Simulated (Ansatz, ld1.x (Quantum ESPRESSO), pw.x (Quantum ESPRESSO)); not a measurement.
## What a changed setting does to a pw.x run (fcc H)

Potential: PAW, ld1.x (Quantum ESPRESSO) 7.5, LDA (PW92); core none, reference 1s1; waves: 1s (bound): rcut 1.05, rcutus 1.25 bohr; 1s channel at 0.85 Ry: rcut 1.05, rcutus 1.25 bohr; 2p channel at 0.45 Ry: rcut 1.05, rcutus 1.35 bohr; 2p channel at 1.15 Ry: rcut 1.05, rcutus 1.35 bohr; local part: all-electron potential smoothed inside 1.15 bohr (lloc = -1); core correction: none; augmentation: PSQ, inside the norm-conserving radii.

The reference run (k-mesh 18³, cutoffs 40/380 Ry, Fermi–Dirac 0.01 Ry, mixing_beta 0.4, conv_thr 1e-9, no spin) gives 0.00 GPa at 2.915 Å³/atom, where all-electron LAPW gives -0.13 GPa. This run, with its own iteration cap, changes ecutrho/ecutwfc to 1, a wrong or extreme entry chosen on purpose.

```
&control
  calculation='scf', prefix='x', pseudo_dir='./', outdir='./tmp', tstress=.true., disk_io='none'
/
&system
  ibrav=0, nat=1, ntyp=1, ecutwfc=40, ecutrho=40, nbnd=7,
  occupations='smearing', smearing='fd', degauss=0.01
/
&electrons
  conv_thr=1e-09, mixing_beta=0.4, electron_maxstep=70
/
ATOMIC_SPECIES
H 1.0 H.UPF
CELL_PARAMETERS angstrom
  0.00000000 1.13379931 1.13379931
  1.13379931 0.00000000 1.13379931
  1.13379931 1.13379931 0.00000000
ATOMIC_POSITIONS crystal
H 0.0000 0.0000 0.0000
K_POINTS automatic
18 18 18 0 0 0
```

```bash
pw.x < H.scf.in > H.scf.out
```

Question: How does the run end?

Answer: It stops with "set_cutoff: ecutrho <= ecutwfc?!?".

```
Error in routine set_cutoff (1):
     ecutrho <= ecutwfc?!?
```

The run took about 0.1 s on one core of a shared host (Neoverse-V1, 64 threads, 503 GiB, load 37).
